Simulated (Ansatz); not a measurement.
## Pulling the pair apart

The pair of NH$_{3}$ (SMILES N, atoms 1–4) and SiH$_{3}$F (SMILES [SiH3]F, atoms 5–9), both closed shells, in one local arrangement (a lower one may exist), relaxed at PBE0-D4/def2-TZVP:

N1  (-0.109, -0.082, -1.500)
H2  (0.729, -0.273, -2.036)
H3  (-0.861, -0.624, -1.908)
H4  (-0.334, 0.897, -1.623)
Si5  (0.121, -0.029, 1.378)
F6  (-0.224, 1.465, 0.895)
H7  (0.222, 0.086, 2.861)
H8  (1.434, -0.474, 0.865)
H9  (-0.979, -0.966, 1.067)
(Å)

SiH$_{3}$F is shifted rigidly along the line between the mean atom positions of the two fragments (negative: closer). Counterpoise interaction energies in kJ/mol. Computed with Ansatz 0.2.0 (basis: def2-TZVPPD); correlated methods freeze the cores.

| shift (Å) | HF | MP2 | PBE-D4 |
| --- | --- | --- | --- |
| -0.29 | 7.7 | -7.2 | -12.8 |
| -0.14 | -0.7 | -12.6 | -17.3 |
| 0.00 | -5.6 | -15.0 | -18.9 |
| 0.14 | -8.0 | -15.5 | -18.8 |
| 0.35 | -9.2 | -14.6 | -17.2 |
| 0.72 | -8.1 | -11.0 | -12.8 |
| 1.44 | -4.4 | -5.3 | -6.2 |
| 2.89 | -1.2 | -1.3 | -1.4 |

Q: What does CCSD(T) give at these shifts? (An estimate is asked for; the value comes from the calculation.)

A: The calculation gives: -7.4, -12.9, -15.4, -15.9, -15.0, -11.3, -5.4, -1.3 kJ/mol. For zero shift, CCSD(T) at an estimated basis limit (MP2 extrapolated from triple and quadruple zeta, plus CCSD(T) − MP2 in triple zeta) gives -17.5 kJ/mol. These are counterpoise interaction energies, counted from the two frozen fragments.

The T1 diagnostic stays at or below 0.011.

For scale, one of the runs: CCSD(T)/def2-TZVPPD, 227 basis functions, launched by `ansatz run in.yaml --threads 4 --pin off --events-out ev --progress --plain --max-ram 9574MiB`. Hardware: 4 CPU threads of an Intel Xeon Platinum 8375C, shared host. Wall time 30 s; peak host memory 3.8 GiB.
